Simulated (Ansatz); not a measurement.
**One shape, several levels: BCl (SMILES [B]Cl)**

Aim: a comparison of 6 runs (B2PLYP/STO-3G, BHLYP/STO-3G, CAM-B3LYP/STO-3G, PBE0/STO-3G, MP2/STO-3G, FCI/STO-3G) of BCl. 

Program for the calculation: Ansatz 0.2.0.

40 further runs of the same task are left out: 1 that didn't finish, 39 set aside as unsound or not needed.

## 1. The system as given

BCl: 2 atoms, total charge 0, spin state singlet. As SMILES, `[B]Cl`. The Cl2–B1 distance was set to 4.295 Å, away from the relaxed value.

## 2. The energy at B2PLYP/STO-3G (run 1)

The input, input.yaml:

```yaml
crystal:
  periodic: [false, false, false]
  atoms:
    - {symbol: B, position_ang: [-0.000000, -0.000000, -2.646410]}
    - {symbol: Cl, position_ang: [0.000000, 0.000000, 1.648190]}
basis:
  gaussian:
    orbitals: STO-3G
accuracy: high
hamiltonian:
  xc: {name: B2PLYP}
correlation:
  frozen_orbitals: {B: 1, Cl: 5}
```

Started as:

```bash
$ ansatz run input.yaml --threads 1 --pin off --max-ram 3480MiB --events-out events.jsonl --progress --plain --runs-dir runs
```

Log:

```text
Warning: RAYON_NUM_THREADS=1 ignored (pool sized by the plan → 1); use --threads N
Functional definition: B2PLYP
  name "B2PLYP"
  parameter a = 0.53
  parameter c = 0.27
  exchange = (1 - a)*b88_x + a*exact_x
  correlation = (1 - c)*lyp_c + c*(mp2_os + mp2_ss)
200 factors; integrals over basis functions are off by at most 3.6e-9 eV
mean field evaluation 1: about -13036.2758 eV, gradient 1.7e0 eV
mean field evaluation 2: about -13036.2766 eV, gradient 1.7e0 eV
mean field evaluation 4: about -12738.1828 eV, gradient 2.3e1 eV
mean field evaluation 8: about -13038.4496 eV, gradient 3.5e-2 eV
mean field evaluation 16: about -13031.5560 eV, gradient 3.7e1 eV
mean field evaluation 32: about -13038.4174 eV, gradient 1.9e-1 eV
mean field evaluation 64: about -13038.3792 eV, gradient 1.3e0 eV
mean field evaluation 96: about -13019.5696 eV, gradient 8.5e0 eV
mean field -13038.44944600 eV, -479.1541793620 hartree, gradient 4.8e-9 eV, S^2 0.000000; 6 other end points of the search recorded, 0 dependent functions left out; unrestricted orbitals would lower it
6 core orbitals not correlated: weight in the atoms' cores, before any rotation towards them, 1.000 or more for the frozen orbitals, at most 0.000 for the correlated occupied ones
reference -13038.44946353 eV, -479.1541800062 hartree; 5, 5 occupied and 3, 3 virtual orbitals, 200 factors
second order -6.13778025 eV of doubles, -0.00000000 eV of singles
Total energy: -13040.10666420 eV, -479.2150810074 hartree
```

Run time: 0.76 s. Hardware: 1 thread of Intel Xeon Platinum 8488C (Sapphire Rapids), shared host.

## 3. A single-point energy at BHLYP/STO-3G (run 2)

The input, job.yaml:

```yaml
basis:
  gaussian:
    orbitals: STO-3G
crystal:
  periodic: [false, false, false]
  atoms:
    - symbol: B
      position_ang: [-0.000000, -0.000000, -2.646410]
    - symbol: Cl
      position_ang: [0.000000, 0.000000, 1.648190]
accuracy: high
magnetization:
  spin_polarized: false
hamiltonian:
  xc: {name: BHLYP}
total_charge: 0
```

Started as:

```bash
$ ansatz run job.yaml --threads 1 --pin off --max-ram 3480MiB --events-out events.jsonl --progress --plain --runs-dir runs
```

Log:

```text
Warning: RAYON_NUM_THREADS=1 ignored (pool sized by the plan → 1); use --threads N
Functional definition: BHLYP
  name "BHLYP"
  parameter a = 0.5
[... 1 set-up line as earlier in the session ...]
  correlation = lyp_c
200 factors; integrals over basis functions are off by at most 3.6e-9 eV
mean field evaluation 1: about -13042.2797 eV, gradient 1.7e0 eV
mean field evaluation 2: about -12744.0424 eV, gradient 2.3e1 eV
mean field evaluation 4: about -12744.0959 eV, gradient 2.3e1 eV
mean field evaluation 8: about -13044.5359 eV, gradient 6.1e-2 eV
mean field evaluation 16: about -13044.1188 eV, gradient 4.0e0 eV
mean field evaluation 32: about -13044.2873 eV, gradient 5.5e0 eV
mean field -13044.53599617 eV, -479.3778559552 hartree, gradient 4.7e-9 eV, S^2 0.000000; 2 other end points of the search recorded, 0 dependent functions left out
reference -13044.53601486 eV, -479.3778566420 hartree; 11, 11 occupied and 3, 3 virtual orbitals, 200 factors
Total energy: -13044.53601486 eV, -479.3778566420 hartree
```

It took 0.44 s on 1 thread of Intel Xeon Platinum 8488C (Sapphire Rapids), shared host.

Runs 3 to 4 aren't shown in full; the table further down has their settings and results.

## 4. A single-point energy at MP2/STO-3G (run 5)

The input, input.yaml:

```yaml
crystal:
  periodic: [false, false, false]
  atoms:
    - symbol: B
      position_ang: [-0.000000, -0.000000, -2.646410]
    - symbol: Cl
      position_ang: [0.000000, 0.000000, 1.648190]
basis:
  gaussian:
    orbitals: STO-3G
correlation:
  method: mp2
  frozen_orbitals: {B: 1, Cl: 5}
accuracy: high
```

Started as:

```bash
$ ansatz run input.yaml --threads 1 --pin off --max-ram 3480MiB --events-out events.jsonl --progress --plain --runs-dir runs
```

Log:

```text
Warning: RAYON_NUM_THREADS=1 ignored (pool sized by the plan → 1); use --threads N
Functional definition: HF
  name "HF"
  exchange = exact_x
  correlation = 0
200 factors; integrals over basis functions are off by at most 3.6e-9 eV
mean field evaluation 1: about -13022.0669 eV, gradient 1.7e0 eV
mean field evaluation 2: about -13022.0685 eV, gradient 1.7e0 eV
mean field evaluation 4: about -12854.4165 eV, gradient 1.7e2 eV
mean field evaluation 8: about -13022.8131 eV, gradient 7.5e-2 eV
mean field evaluation 16: about -13022.6050 eV, gradient 3.3e0 eV
mean field evaluation 32: about -13022.6259 eV, gradient 2.9e0 eV
mean field -13022.81318176 eV, -478.5795572498 hartree, gradient 2.1e-8 eV, S^2 0.000000; 4 other end points of the search recorded, 0 dependent functions left out; unrestricted orbitals would lower it
unrestricted determinant -13025.86126923 eV, -478.6915723985 hartree, S^2 0.9990
6 core orbitals not correlated: weight in the atoms' cores, before any rotation towards them, 1.000 or more for the frozen orbitals, at most 0.000 for the correlated occupied ones
reference -13022.81318176 eV, -478.5795572498 hartree; 5, 5 occupied and 3, 3 virtual orbitals, 200 factors
second order -2.18770223 eV of doubles, -0.00000000 eV of singles
WARN: the method's energy lies above the unrestricted determinant's, so it is not that of the lowest state
Total energy: -13025.00088398 eV, -478.6599538237 hartree
```

Run time: 0.12 s. Hardware: 1 thread of Intel Xeon Platinum 8488C (Sapphire Rapids), shared host.

## 5. The energy at FCI/STO-3G (run 6)

input.yaml: that of step 4 with these lines changed.

```diff
@@ -11,3 +11,3 @@
 correlation:
-  method: mp2
+  method: fci
   frozen_orbitals: {B: 1, Cl: 5}
```

Started as:

```bash
$ ansatz run input.yaml --threads 1 --pin off --max-ram 3480MiB --events-out events.jsonl --progress --plain --runs-dir runs
```

Log:

```text
Warning: RAYON_NUM_THREADS=1 ignored (pool sized by the plan → 1); use --threads N
[... 4 set-up lines as earlier in the session ...]
200 factors; integrals over basis functions are off by at most 3.6e-9 eV
mean field evaluation 1: about -13022.0669 eV, gradient 1.7e0 eV
mean field evaluation 2: about -13022.0685 eV, gradient 1.7e0 eV
mean field evaluation 4: about -12854.4165 eV, gradient 1.7e2 eV
mean field evaluation 8: about -13022.8131 eV, gradient 7.5e-2 eV
mean field evaluation 16: about -13022.6050 eV, gradient 3.3e0 eV
mean field evaluation 32: about -13022.6259 eV, gradient 2.9e0 eV
mean field -13022.81318176 eV, -478.5795572498 hartree, gradient 2.1e-8 eV, S^2 0.000000; 4 other end points of the search recorded, 0 dependent functions left out; unrestricted orbitals would lower it
unrestricted determinant -13025.86126923 eV, -478.6915723985 hartree, S^2 0.9990
6 core orbitals not correlated: weight in the atoms' cores, before any rotation towards them, 1.000 or more for the frozen orbitals, at most 0.000 for the correlated occupied ones
reference -13022.81318176 eV, -478.5795572498 hartree; 5, 5 occupied and 3, 3 virtual orbitals, 200 factors
state -13026.95834373 eV, -478.7318891427 hartree
Total energy: -13026.95834373 eV, -478.7318891427 hartree
```

Run time: 0.2 s. Hardware: 1 thread of Intel Xeon Platinum 8488C (Sapphire Rapids), shared host.

## 6. Overview of the runs

| run | level | frozen core orbitals | energy (Eh) | wall time |
| --- | --- | --- | --- | --- |
| 1 | B2PLYP/STO-3G | 6 | -479.215081 | 0.76 s |
| 2 | BHLYP/STO-3G | – | -479.377857 | 0.44 s |
| 3 | CAM-B3LYP/STO-3G | – | -479.333729 | 0.5 s |
| 4 | PBE0/STO-3G | – | -479.214280 | 0.82 s |
| 5 | MP2/STO-3G | 6 | -478.659954 | 0.12 s |
| 6 | FCI/STO-3G | 6 | -478.731889 | 0.2 s |

## 7. What came out

| quantity | value |
| --- | --- |
| run 6: total energy | -478.73189 Eh |
| run 6: correlation energy (6 core orbitals frozen) | -152.3 mEh |

In words: Against full CI in this basis: MP2 +71.9 mEh. Totals of different functionals can't be ranked against each other. In runs 1, 5 the log says that unrestricted orbitals would lower the reference, so the values rest on an unstable closed-shell determinant (other closed-shell runs at this shape may share the fault). In runs 1, 2, 3, 4, 5, 6 the basis is minimal, so the values are rough. All runs together took 2.8 s, the longest 0.82 s.
